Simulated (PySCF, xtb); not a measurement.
Si(H)3(Me) cation (CH₆Si), SMILES C[SiH3] (connectivity only; charge and spin as stated), charge +1, multiplicity 2.

The structure is a stationary point at B3LYP-D3(BJ)/def2-TZVP. The spin state was assumed, not searched. The isomer is the one that the SMILES or the coordinates give; other isomers of the formula were not compared.

Calculation: IEF-PCM-ωB97X/def2-SVP (PySCF).

The values are the electrostatic part of the solvation free energy, E(continuum) − E(gas) at the gas-phase geometry, in a cavity of scaled van der Waals radii (PySCF's table); cavitation and dispersion terms are not included.

Computed values in water (ε = 78.36), chlorobenzene (ε = 5.70), diethylether (ε = 4.24):
```
solvent            ε  ΔG(elec) (kcal/mol)
-------------  -----  -------------------
water          78.36                -60.4
chlorobenzene   5.70                -50.4
diethylether    4.24                -46.7
```

For comparison, GFN2-xTB/ALPB(water) (xtb, at the GFN2-xTB geometry, all terms of that model) gives -55.5 kcal/mol.
